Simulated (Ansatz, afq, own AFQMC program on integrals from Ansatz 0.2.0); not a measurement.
**Where AFQMC and coupled cluster stand for GeNH$_{3}$, triplet**

```xyz
5

Ge    0.0000    0.0879    0.7224
N     0.0000   -0.3597   -3.3078
H     0.0000   -1.2748    1.4827
H     0.8260   -0.0324   -3.7906
H    -0.8260   -0.0324   -3.7906
```

Connectivity, by distances: GeH ··· NH2.

Basis cc-pVDZ. Noble-gas cores (and the filled d shells of Ga–Kr and In–Xe) are frozen. Integrals, coupled cluster, full CI and functionals: Ansatz 0.2.0; the random walks run on the same integrals in our own AFQMC program. ph-AFQMC/CISD is guided by a CISD state made of CCSD amplitudes; releasing the constraint for a short imaginary time cuts its bias at the price of noise, slowly where states lie close. Uncertainties: one standard error, sampling alone. No spin–orbit coupling.

Determinant: UHF, the one that the program's search chose, which needn't be the lowest solution. The geometry is a point of a scan.

No full CI on the walks' own integrals is used here; CCSDT(Q) serves as the reference and is uncertain by about the last step of the cluster series.

Cautions: no relativity below Rb; no spin-orbit coupling; inner d shell frozen; lower spins were not checked; the released energies are still falling, so no released level is given (meV from the phaseless value at times in 1/Eh: 5 ± 12 at 0.24, 2 ± 12 at 0.51, -12 ± 10 at 0.99, -26 ± 14 at 1.62, -33 ± 21 at 2.40), though the last usable value meets CCSDT(Q) within the noise.

- T1 diagnostic: 0.0103
- weight of the determinant in the CISD state: 0.886
- ⟨S²⟩ of the determinant: 2.019
- size of the correlated space: 12 electrons in 41 orbitals

```tsv
level	correlation energy (eV)
MP2	-5.5401
CCSD	-6.6433
CCSD(T)	-6.7508
```

Task: Estimate where phaseless AFQMC with a CISD trial lies against CCSD(T) on the same integrals.

Result: 2.1 ± 0.8 kJ/mol below CCSD(T).

Reference: CCSDT(Q), correlation energy -6.778 eV.

```
        level  E − E(reference) (kJ/mol)  share of correlation (%)
      CCSD(T)                        2.6                     99.60
        CCSDT                        0.7                     99.90
ph-AFQMC/CISD                  0.5 ± 0.8                     99.92
```

A walk keeps the symmetry of its determinant, which the program's search chose and which needn't be the lowest solution, so a lower state of the same spin and another symmetry isn't excluded.
